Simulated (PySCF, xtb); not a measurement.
CH₂O, SMILES C=O.

xtb 6.7.1 with GFN2-xTB at its own geometry gives an orbital gap of 3.62 eV and a dipole moment of 2.34 D.

Coordinates come from a PBE0-D3(BJ)/def2-TZVPD optimisation.

**Question.** What does r2SCAN/def2-TZVPD (PySCF) give? (Estimate from the structure and the level; the computed values follow.)

**Answer.** gap 4.24 eV (levels -6.54 and -2.30 eV), dipole 2.28 D.
